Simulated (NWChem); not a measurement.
Atomisation of ammonia (H$_{3}$N)

```xyz
4

N      0.0015     0.1216     0.0000
H     -0.4714    -0.2778     0.8105
H     -0.4714    -0.2778    -0.8105
H      0.9323    -0.2953     0.0000
```
Charge 0, spin multiplicity 1.

Everything below was run with NWChem. Structure: optimised with PBE0/def2-SVP, a minimum by its harmonic frequencies.

Basis set: def2-TZVP. The atomisation energy is electronic alone: no zero-point, thermal, spin-orbit or counterpoise terms. No value is extrapolated to the basis-set limit. Free atoms are single determinants with multiplicities N 4, H 2. Correlated methods freeze the same cores in atoms and molecule, 1 orbitals in all.

The correlated methods keep 1 core orbital frozen. B3LYP has NWChem's definition, with VWN1-RPA local correlation. No SCF solution was tested for a lower state. Open-shell Hartree-Fock references start from PBE0 orbitals. Coupled-cluster values serve here as a point of comparison, not as the truth.

```tsv
method	atomisation energy (kcal/mol)
M06-2X	…
CCSD(T)	281.5
MP2	280.2
BP86	308.0
LC-wPBE (omega 0.3 per bohr)	295.5
LDA (SVWN5)	334.2
PBE0	292.4
PBE	299.3
B3LYP	298.1
HF	…
```

### Question
Some entries are withheld; supply them.

### Answer

- M06-2X, atomisation energy (kcal/mol): 293.6
- HF, atomisation energy (kcal/mol): 197.9
